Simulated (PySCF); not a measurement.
**BC and its ions**

BLYP; B aug-cc-pVDZ, C aug-cc-pVDZ; no relativity (PySCF 2.14). Neutral (UKS): quartet (σ ↑, π ↑↑), Re = 1.510 Å, ωe = 1144 cm⁻¹, De = 4.59 eV, HOMO -6.61 eV, LUMO -5.33 eV.

BC⁻ (UKS): triplet (σ ↑, π ↑), Re = 1.450 Å, ωe = 1293 cm⁻¹, De = 5.29 eV to B + C⁻. The energies at the minima are -62.65840 hartree for BC and -62.73325 for BC⁻.

(1) Work out the adiabatic electron affinity, without and with harmonic zero-point energies (1 hartree = 27.2114 eV, 1 eV = 8065.5 cm⁻¹), and the change of the bond length.

For an ion De counts to the pair picked by the measured ionisation energies or electron affinities, which need not be the lowest pair at this level. The highest Kohn–Sham level is positive in this anion. Much of that is self-interaction error, but it also means that the finite basis helps to hold the extra electron. States were picked by a PBE0 search and need not be the measured ground states.

## Answers

(1) At BLYP: 0.07485 hartree = 2.037 eV between the minima; the zero-point term (1144.0 − 1293.0)/2 cm⁻¹ = -0.009 eV makes it 2.028 eV. Re changes by -6.0 pm against the neutral. The electron enters a π orbital; the charge polarises the partner, so the anion is bound more strongly.
